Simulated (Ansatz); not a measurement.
C3H5N, SMILES `CC1=NC1`. Charge 0, multiplicity 1. Geometry: relaxed with PBE0-D4/def2-TZVP.

```xyz
9

C    -0.204   -1.296   -0.208
C    -0.096    0.167   -0.227
N    -0.362    1.151   -0.946
C     0.306    1.403    0.402
H     0.789   -1.740   -0.104
H    -0.790   -1.614    0.657
H    -0.674   -1.660   -1.122
H     1.343    1.728    0.378
H    -0.311    1.861    1.172
```

Q: What is the dipole moment at PBE/def2-TZVPP? (An estimate is asked.)

A: Computed: 2.66 D, with components (0.55, -2.13, 1.50) D in this frame, pointing from negative to positive charge.

Q: And with r2SCAN, B3LYP, ωB97M-V? (Best estimate.)

A: The calculation gave: r2SCAN 2.75 D, B3LYP 2.74 D, ωB97M-V 2.74 D.

Q: Give the Mulliken charges with PBE, B3LYP, r2SCAN in def2-TZVPP. (An estimate is asked.)

A: The calculation gave: 
```tsv
atom	PBE	B3LYP	r2SCAN
C1	-0.17	-0.18	-0.08
C2	-0.01	0.04	0.07
N3	-0.13	-0.18	-0.22
C4	-0.15	-0.15	-0.07
H5	0.10	0.10	0.07
H6	0.10	0.10	0.07
H7	0.10	0.10	0.07
H8	0.08	0.09	0.05
H9	0.08	0.09	0.05
```

B3LYP here is the variant with VWN-RPA as its local correlation; programs differ in this.
